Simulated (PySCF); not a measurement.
Delta-SCF ions had no search for a lower state. Excitations are Tamm–Dancoff values on a coarser integration grid. The basis has no diffuse functions, so Rydberg states are missing or too high.

C3H6O, SMILES `CCC=O` (C–C–C–O torsion 124°) (charge 0, multiplicity 1)

All values below come from M06-2X/def2-TZVP // B3LYP-D3(BJ)/def2-TZVP in PySCF.

```yaml
HOMO: -8.99 eV
dipole_moment: 2.98 D
HOMO–LUMO gap: 9.38 eV
LUMO: 0.39 eV
S1 excitation (TDA): 4.10 eV
S1 oscillator strength: 0.000
T1 excitation (TDA): 3.60 eV
S1–T1 gap (TDA): 0.50 eV
vertical ionisation energy (Delta-SCF): 10.07 eV
total_energy: -193.1265 Ha
cost: around 8 core-minutes (rough)
```

```xyz
10

C     -1.1243    -0.2860     0.1055
C      0.1436     0.5707     0.1870
C      1.3425    -0.1673    -0.3433
O      2.0623     0.2224    -1.2252
H     -1.3806    -0.5069    -0.9317
H     -1.9687     0.2333     0.5586
H     -0.9955    -1.2350     0.6305
H      0.0371     1.5066    -0.3619
H      0.3504     0.8125     1.2365
H      1.5332    -1.1503     0.1440
```
Charge 0, spin multiplicity 1.
